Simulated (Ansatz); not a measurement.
Born–Oppenheimer molecular dynamics of ClH₄PSi (7 atoms, charge 0, multiplicity 1). It starts from a relaxed structure.

All numbers below come from Ansatz, UKS B3LYP/6-31G*.

* ensemble: NVE (velocity Verlet)
* time step: 0.5 fs
* steps asked: 100
* starting velocities drawn for: 1500 K
* seed: 160837

First frame:

```xyz
7
Properties=species:S:1:pos:R:3
P -1.495 0.156 -0.293
Si 0.642 -0.036 0.452
Cl 0.857 -1.871 1.418
H -1.302 -0.706 -1.412
H -1.213 1.339 -1.041
H 0.900 1.036 1.445
H 1.672 0.015 -0.615
```

**Question.** How far do the bonds stretch over the last three quarters of this one trajectory? (Pairs bonded in most of those frames.)

**Answer.** 
```csv
bond,mean (Å),spread (Å),shortest,longest
P1–Si2,2.245,0.052,2.19,2.36
P1–H4,1.427,0.057,1.35,1.52
P1–H5,1.432,0.016,1.40,1.46
Si2–Cl3,2.085,0.059,2.02,2.19
Si2–H6,1.496,0.075,1.38,1.62
Si2–H7,1.505,0.071,1.39,1.61
```

Mean temperature of the second half: 727 K. The conserved energy stayed within 0.46 meV per atom of its start (net change 0.29 meV per atom), so the integration is sound. A run of 0.05 ps of so small a system gives no equilibrium averages.

Run time: 5.4 min on 1 thread of Intel(R) Xeon(R) CPU @ 2.60GHz (Ice Lake), on a shared host, peak memory 0.18 GiB.
